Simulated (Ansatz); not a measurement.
**CCSDT/STO-3G run of AlH3Cl− (SMILES [AlH3-][Cl])**

What is the vertical singlet–triplet gap of AlH3Cl− at CCSDT/STO-3G? 

The results are computed with Ansatz 0.2.0.

5 further runs of the same task are left out: 3 that didn't finish, 2 set aside as unsound or not needed.

## 1. The structure to begin with

AlH3Cl−: 5 atoms, total charge -1, spin state singlet. SMILES: `[AlH3-][Cl]`. The shape comes from GFN2-xTB, which is rough for such elements, and wasn't checked as a minimum.

Bond lengths: Al1–Cl2 2.098 Å, Al1–H3 1.609 Å, Al1–H4 1.608 Å, Al1–H5 1.608 Å. Angles: Cl2–Al1–H3 107.0°, Cl2–Al1–H4 107.0°, Cl2–Al1–H5 107.1°, H3–Al1–H4 111.8°, H3–Al1–H5 111.7°, H4–Al1–H5 111.8°.

## 2. The energy at CCSDT/STO-3G

molecule.yaml

```yaml
crystal:
  periodic: [false, false, false]
  atoms:
    - {symbol: Al, position_ang: [0.109160, -0.000440, -0.082500]}
    - {symbol: Cl, position_ang: [-1.562720, -0.002110, 1.184250]}
    - {symbol: H, position_ang: [0.226090, 1.478490, -0.704190]}
    - {symbol: H, position_ang: [-0.160190, -1.106410, -1.218300]}
    - {symbol: H, position_ang: [1.387660, -0.369540, 0.820730]}
basis:
  gaussian: {orbitals: STO-3G}
total_charge: -1
correlation: {method: ccsdt, frozen_orbitals: {Al: 5, Cl: 5, H: 0}}
accuracy: high
scf: {omitted_lower_state_checks: [cluster_reference, increment]}
```

On the command line:

```
ansatz run molecule.yaml --threads 1 --pin off --max-ram 2610MiB --events-out events.jsonl --progress --plain --runs-dir runs
```

What it wrote (excerpt; [...] marks lines left out):

```text
Warning: RAYON_NUM_THREADS=1 ignored (pool sized by the plan → 1); use --threads N
Functional definition: HF
  name "HF"
[...]
362 factors; integrals over basis functions are off by at most 7.1e-9 eV
[...]
mean field -18920.34048435 eV, -695.3096881324 hartree, gradient 8.0e-8 eV, S^2 0.000000; 0 other end points of the search recorded, 0 dependent functions left out
10 core orbitals not correlated: weight in the atoms' cores, before any rotation towards them, 0.999 or more for the frozen orbitals, at most 0.000 for the correlated occupied ones
reference -18920.34048435 eV, -695.3096881324 hartree; 7, 7 occupied and 4, 4 virtual orbitals, 362 factors
second order -0.98827341 eV of doubles, -0.00000000 eV of singles
cycle   1  -1.26666536 eV  change   -2.8e-1 eV  update   4.6e-2
[...]
cycle  17  -1.43016046 eV  change   -1.3e-9 eV  update   1.4e-9
Total energy: -18921.77064481 eV, -695.3622455601 hartree
Checks for a lower state left out: cluster_reference, increment
```

It took 0.42 s on 1 thread of Intel Xeon Platinum 8259CL at 2.50GHz (Skylake/Cascade Lake), shared host.

## 3. The triplet, same level

job.yaml

```yaml
crystal:
  periodic: [false, false, false]
  atoms:
    - {symbol: Al, position_ang: [0.109160, -0.000440, -0.082500]}
    - {symbol: Cl, position_ang: [-1.562720, -0.002110, 1.184250]}
    - {symbol: H, position_ang: [0.226090, 1.478490, -0.704190]}
    - {symbol: H, position_ang: [-0.160190, -1.106410, -1.218300]}
    - {symbol: H, position_ang: [1.387660, -0.369540, 0.820730]}
basis:
  gaussian: {orbitals: STO-3G}
accuracy: high
magnetization: {spin_polarized: true, initial_magnetization: 2}
correlation: {method: ccsdt, frozen_orbitals: {Al: 5, Cl: 5, H: 0}}
total_charge: -1
scf: {omitted_lower_state_checks: [cluster_reference, increment]}
```

On the command line:

```
ansatz run job.yaml --threads 1 --pin off --max-ram 2610MiB --events-out events.jsonl --progress --plain --runs-dir runs
```

What it wrote (excerpt; [...] marks lines left out):

```text
Warning: RAYON_NUM_THREADS=1 ignored (pool sized by the plan → 1); use --threads N
[... 2 set-up lines as earlier in the session ...]
[...]
362 factors; integrals over basis functions are off by at most 7.1e-9 eV
[...]
mean field -18908.70345176 eV, -694.8820350725 hartree, gradient 1.5e-8 eV, S^2 2.003030; 1 other end points of the search recorded, 0 dependent functions left out
10 core orbitals not correlated: weight in the atoms' cores, before any rotation towards them, 0.999 or more for the frozen orbitals, at most 0.000 for the correlated occupied ones
reference -18908.70345176 eV, -694.8820350725 hartree; 8, 6 occupied and 3, 5 virtual orbitals, 362 factors
second order -0.71126507 eV of doubles, -0.00000000 eV of singles
cycle   1  -0.92543723 eV  change   -2.1e-1 eV  update   5.0e-2
[...]
cycle  73  -1.31910123 eV  change  -8.1e-10 eV  update   1.3e-9
Total energy: -18910.02255299 eV, -694.9305111486 hartree
Checks for a lower state left out: cluster_reference, increment
```

Run time: 2.1 s. Hardware: 1 thread of Intel Xeon Platinum 8259CL at 2.50GHz (Skylake/Cascade Lake), shared host; peak memory 0.093 GiB.

## 4. Results

Level: CCSDT/STO-3G, 10 core orbitals frozen.

```
                                             quantity          value
                                singlet: total energy  -695.36225 Eh
singlet: correlation energy (10 core orbitals frozen)      -52.6 mEh
                               singlet: T1 diagnostic          0.005
                                triplet: total energy  -694.93051 Eh
triplet: correlation energy (10 core orbitals frozen)      -48.5 mEh
           triplet: ⟨S²⟩ of the reference determinant          2.003
                               triplet: T1 diagnostic          0.056
     vertical energy of the triplet above the singlet      11.748 eV
```

What this shows: At this shape the triplet lies 11.75 eV (1134 kJ/mol) above the singlet. For an anion a state so high probably lies above electron detachment. In a minimal basis such a difference can be off by several eV, whatever the method. The T1 diagnostic (triplet) of 0.056 is above the customary mark for such species, so a single reference may not serve.
